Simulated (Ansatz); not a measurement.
Reaction (SMILES): OCl (OH-Cl) → [OH] (OH) + Cl atom
B3LYP-D3(BJ)/def2-TZVP geometries, fixed; electronic energies without zero-point terms.

Effect of the final integration grid (spheres per factor e of radius in core and valence, angular degree) at PBE0/def2-TZVPP with Ansatz (a quantum-chemistry and plane-wave program), against the last row, where the bond dissociation energy is 57.24 kcal/mol. Open shells are unrestricted. The default's grid is 13, 11, 36.

```csv
setting,largest shift of a total energy (mEh),shift of the bond dissociation energy (kcal/mol)
accuracy: medium (default),0.000,0.000
"final_grid: 4, 3, 11",-0.441,-0.065
"final_grid: 6, 5, 17",-0.009,0.003
"final_grid: 8, 7, 23",0.004,-0.003
"final_grid: 10, 9, 29",0.000,0.000
"final_grid: 18, 15, 47",0.000,0.000
"final_grid: 26, 22, 59",0.000,0.000
```

Within 0.02 kcal/mol in the bond dissociation energy: accuracy: medium (default); final_grid: 6, 5, 17; final_grid: 8, 7, 23; final_grid: 10, 9, 29; final_grid: 18, 15, 47. The largest shift is 0.441 mEh in a total energy and 0.065 kcal/mol in the difference.
